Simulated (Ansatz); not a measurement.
CH$_{3}$BS (`B1CS1`) from Hartree–Fock to CCSD(T)

```tsv
atom	x (Å)	y (Å)	z (Å)
B1	-0.511	-0.717	-0.157
C2	0.215	0.606	0.102
S3	1.193	-0.979	0.058
H4	-1.525	-1.286	-0.369
H5	0.443	1.292	-0.710
H6	0.185	1.083	1.077
```

The species carries charge 0 and has multiplicity 1. The geometry is a stationary point of PBE0-D4/def2-TZVP. Frozen core, restricted reference, Ansatz. CBS rows extrapolate triple and quadruple zeta.

```json
{"basis": "def2-SVP", "HF (Eh)": "-461.63923", "MP2 corr.": "-0.34972", "CCSD corr.": "-0.38287", "(T)": "?", "CCSD(T) total": "?"}
{"basis": "def2-TZVPP", "HF (Eh)": "-461.84733", "MP2 corr.": "?", "CCSD corr.": "-0.46986", "(T)": "-0.02340", "CCSD(T) total": "?"}
{"basis": "def2-QZVPP", "HF (Eh)": "-461.86123", "MP2 corr.": "-0.47171", "CCSD corr.": "-0.49618", "(T)": "?", "CCSD(T) total": "?"}
{"basis": "CBS(def2)", "HF (Eh)": "-461.86314", "MP2 corr.": "-0.49547", "CCSD corr.": "-0.51567", "(T)": "?", "CCSD(T) total": "?"}
```

Q: Fill in the withheld values. (An estimate is asked.)

A: The calculation gave: def2-SVP (T): -0.01442; def2-SVP CCSD(T) total: -462.03652; def2-TZVPP MP2 corr.: -0.43963; def2-TZVPP CCSD(T) total: -462.34059; def2-QZVPP (T): -0.02594; def2-QZVPP CCSD(T) total: -462.38335; CBS(def2) (T): -0.02782; CBS(def2) CCSD(T) total: -462.40663.
